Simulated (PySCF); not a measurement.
## Atomic charges by several schemes

Compound: methylidenesilylene, CH2Si (singlet state).
Cartesian coordinates in Å at the PBE0-D3(BJ)/def2-SVP level; atoms count from 1:
```
atom  x, y, z in Å
C1    -0.1166    0.0123   -0.2048
Si2    1.5543   -0.1075   -0.5558
H3    -0.7626    0.8215   -0.5762
H4    -0.6546   -0.7168    0.4195
```

Density: PBE0/pcSseg-1 (PySCF); schemes: Mulliken, IAO, Hirshfeld and ESP-fitted. Isolated species at its PBE0-D3(BJ)/def2-SVP geometry, gas phase.

Question: Which atoms carry the lowest charge in the Mulliken, IAO, Hirshfeld and ESP-fitted schemes?

Answer: All schemes agree: Mulliken C1 (-0.679); IAO C1 (-0.750); Hirshfeld C1 (-0.295); ESP-fitted C1 (-0.645).

Question: Which atoms carry the highest charge in the Mulliken, IAO, Hirshfeld and ESP-fitted schemes?

Answer: The schemes don't all agree: Mulliken Si2 (+0.354); IAO Si2 (+0.406); Hirshfeld Si2 (+0.212); ESP-fitted H3 (+0.233).

Question: What partial charge does each atom carry?

Answer: In e:

```tsv
atom	environment	Mulliken	IAO	Hirshfeld	ESP-fitted
C1	carbon bonded to Si and 2 H	-0.679	-0.750	-0.295	-0.645
Si2	silicon bonded to C	+0.354	+0.406	+0.212	+0.182
H3	hydrogen on C1	+0.162	+0.172	+0.042	+0.233
H4	hydrogen on C1	+0.162	+0.172	+0.041	+0.230
```

Mean size of the charges over all atoms: IAO 0.375 e, Mulliken 0.339 e, ESP-fitted 0.322 e, Hirshfeld 0.148 e. Each set sums to the total charge, 0, to within 0.001 e. The IAO scheme projects the occupied orbitals on a minimal set of polarised atomic orbitals and counts the electrons in each atom's part of it. The ESP scheme fits charges at the nuclei, held to the total charge, to the electrostatic potential on points at 1.4 to 2.0 times the van der Waals radii.

Question: Sum the charges by element, for elements with more than one atom.

Answer: 
| element | atoms | Mulliken | IAO | Hirshfeld | ESP-fitted |
| --- | --- | --- | --- | --- | --- |
| H | 2 | +0.324 | +0.344 | +0.083 | +0.463 |

Question: How many electrons does the Mulliken scheme count on Si2?

Answer: Z − q = 14 − (+0.354) = 13.646.
